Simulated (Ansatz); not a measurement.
**NH4O (doublet): from Hartree-Fock to the top rungs at distance N1–H4 along a hydrogen transfer = 1.391 Å, cc-pVDZ**

An exercise on one series of results from a longer session: the logs are not shown, and one member is left open.

Program: Ansatz 0.2.0, Gaussian basis. Level of theory: cc-pVDZ, core rule «outside noble gas», up to 2 orbitals frozen. These are calculated values, not measurements.

The runs, in order: UHF; CCSD(T) on ROHF; CCSD(T) on UHF; BCCD(T) on ROHF; CISD; CCSDT(Q) on ROHF; CCSDT(Q) on UHF; CASSCF and MRCISD+Q, 3 electrons in 3 orbitals; CASSCF and NEVPT2, 3 electrons in 3 orbitals.

### What is computed

The geometry derives from fragments relaxed apart (PBE0/def2-TZVP) and kept rigid, so it is no stationary point. A hydrogen atom is moved between rigid fragments.

6 atoms, charge 0, spin multiplicity 2.

Atoms are counted from 1 here; the program's logs count them from 0.

Bond lengths: N1–H2 1.012 Å, N1–H3 1.012 Å, H4–O5 1.141 Å, O5–H6 0.973 Å. Angles: H2–N1–H3 107.1°, H4–O5–H6 105.0°.

The first run:

Contents of in.yaml:

```yaml
crystal:
  periodic: [false, false, false]
  atoms:
    - {symbol: N, position_ang: [-1.296180, 0.011087, -0.026067]}
    - {symbol: H, position_ang: [-1.593460, 0.978921, -0.026067]}
    - {symbol: H, position_ang: [-1.593460, -0.391211, 0.854193]}
    - {symbol: H, position_ang: [0.094820, 0.011087, -0.026067]}
    - {symbol: O, position_ang: [1.235820, 0.011087, -0.026067]}
    - {symbol: H, position_ang: [1.487678, -0.928863, -0.026067]}
basis:
  gaussian: {orbitals: cc-pVDZ}
magnetization: {spin_polarized: true, initial_magnetization: 1}
hamiltonian: {xc: hf}
output: {orbitals: {seedname: orbitals}}
```

On the command line:

```console
ansatz run in.yaml --threads 1 --pin off --events-out ev --progress --plain --max-ram 2816MiB --backend cpu
```

Steps of the session up to this table: UHF; CCSD(T) on ROHF; CCSD(T) on UHF; BCCD(T) on ROHF; CISD; CCSDT(Q) on ROHF; CCSDT(Q) on UHF; CASSCF and MRCISD+Q, 3 electrons in 3 orbitals; CASSCF and NEVPT2, 3 electrons in 3 orbitals.

One of the session's tables, all rows but one given; the rest of the session is left out.

| method | from UCCSDT(Q) (kcal/mol) |
| --- | --- |
| ROHF | +253.26 |
| UHF | +249.78 |
| RMP2 | +23.49 |
| UMP2 | +23.24 |
| CISD | +27.60 |
| RCCSD | +6.05 |
| UCCSD | +5.97 |
| RCCSD(T) | +1.09 |
| UCCSD(T) | +1.05 |
| BCCD(T) | ? |
| RCCSDT | +0.61 |
| UCCSDT | +0.59 |
| RCCSDT(Q) | +0.04 |
| UCCSDT(Q) | 0 |
| CASSCF pair | +238.34 |
| NEVPT2 pair | +23.07 |
| MRCISD pair | +24.33 |
| MRCISD+Q pair | +4.09 |

Q: Estimate the row for BCCD(T) from the others.

The run gave: from UCCSDT(Q) (kcal/mol): +1.03. In the column «from UCCSDT(Q) (kcal/mol)» it lies between RCCSDT (+0.61) and UCCSD(T) (+1.05).

To keep in mind: Restricted and unrestricted rows rest on different reference determinants; where their highest levels disagree by more than a few hundredths of an eV, they describe different states and don't form one ladder.
